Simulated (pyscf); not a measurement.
This saddle point was located with ωB97X-D3(BJ)/def2-SVP in PySCF.

```xyz
7

As    -0.0568    -0.8673     1.4713
Ga    -1.7195     0.1250     0.1808
H     -0.4286    -2.1446     0.7083
H     -3.0884     0.5669    -0.4200
O     -0.2304     0.7686    -0.9065
H      0.4071     0.0745    -0.1403
H     -0.0180     0.9877    -1.8255
```
Charge 0, spin multiplicity 1.

Surface: singlet, charge 0. Lowest wavenumbers (cm⁻¹): 1327i, 154, 248, 288, 322.

**Question.** What reaction is this the transition state of?

**Answer.** HGa=AsH + water (H₂O) <-> HO–GaH–AsH₂, an addition across a multiple bond or ene-type step read from left to right: H–O broken and As–H, Ga–O formed. At CCSD(T)/def2-TZVPP + ΔMP2(QZVPP) it lies +0.09 eV from the left side and +1.68 eV from the right (each side as separated species at their lowest minima found). On the reactant side the descent ends in an adduct with a Ga–O contact, 0.63 eV under the separated species and 0.58 eV under the saddle at ωB97X-D3(BJ)/def2-TZVP. What is counted as formed (Ga–O) is already present as a longer contact in the reactant adduct; forming that adduct is a step of its own. At ωB97X-D3(BJ) the barrier from the zero used here is -0.05 eV. HGa=AsH lies 0.53 eV over its isomer Ga–AsH₂ [singlet], and others may lie lower still (electronic energy, ωB97M-D3(BJ)). This is the saddle that the search found; another between the same sides may lie lower. The CCSD(T) − MP2 part came from Ansatz, without density fitting, on the same reference. The frozen core leaves the outer d or s,p core shells of the metals and heavy elements correlated in the MP2 and CC values, and def2-TZVPP describes them poorly, which can shift differences by a few kcal/mol. Elements up to Kr have no core potential and no relativistic terms here.
